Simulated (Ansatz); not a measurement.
A nudged elastic band was laid between two geometries of C2H3F3 (8 atoms, charge 0, multiplicity 1).

Level of theory: RKS PBE0/def2-SVP (Ansatz 0.2.0).

* movable images: 5
* climbing image: yes
* spring: 5.0 eV/Å²
* optimiser: quadratic models (default)
* start path: IDPP
* force threshold: 0.05 eV/Å
* iteration limit: 60
* end points: relaxed

Image 0:

```xyz
8
Properties=species:S:1:pos:R:3
F -1.140 -0.686 1.160
C -0.195 0.188 0.711
C 0.178 -0.154 -0.711
F 0.820 -1.336 -0.754
F 1.013 0.802 -1.173
H 0.710 0.125 1.340
H -0.589 1.217 0.743
H -0.705 -0.213 -1.372
```

Image 6:

```xyz
8
Properties=species:S:1:pos:R:3
F 0.130 -0.769 1.559
C -0.225 0.219 0.694
C 0.196 -0.129 -0.712
F -0.387 -1.279 -1.106
F 1.532 -0.294 -0.774
H 0.260 1.165 0.987
H -1.320 0.357 0.713
H -0.094 0.674 -1.416
```

Task: What changes between the two ends?

Result: No bond is made or broken. The dihedral F1–C2–C3–F4 goes from -67 to 60°.

Task: Give the energies along the band, and the barrier.

Result: It converged. The highest image is number 3 of 0 to 6, 0.230 eV above the first end and 0.160 eV above the last; the last end lies 0.070 eV above the first. A vibrational analysis at the climbing image gives one clearly imaginary mode, 138i cm⁻¹: a first-order saddle point.

```tsv
image	path coordinate (Å)	energy (eV)	dihedral F1–C2–C3–F4 (°)
0	0.00	0.000	-67
1	0.56	0.053	-45
2	1.11	0.170	-23
3	1.67	0.230	0
4	2.15	0.190	20
5	2.64	0.109	40
6	3.12	0.070	60
```

Task: What is the geometry of the highest image?

Result: 
```xyz
8
Properties=species:S:1:pos:R:3:forces:R:3
F -0.517 -0.909 1.422 0.00 0.00 0.00
C -0.220 0.210 0.713 -0.01 -0.01 -0.01
C 0.182 -0.136 -0.730 0.00 -0.01 0.03
F 0.124 -1.462 -0.918 0.00 0.00 -0.01
F 1.451 0.274 -0.951 0.00 0.00 -0.01
H 0.629 0.735 1.182 0.00 0.00 0.00
H -1.097 0.879 0.710 0.00 0.01 0.00
H -0.460 0.352 -1.484 0.00 0.00 0.00
```

Task: What are the harmonic wavenumbers there?

Result: 138i, 280, 409, 536, 675, 879, 1050, 1172, 1181, 1227, 1284, 1382, 1411, 1445, 1483, 3069, 3087, 3139 cm⁻¹.

The band took 4 iterations and about 60 core-seconds.

Time of the run: 57 s on 1 thread of Intel(R) Xeon(R) Platinum 8488C (Sapphire Rapids) (shared host), peak memory 0.26 GiB.
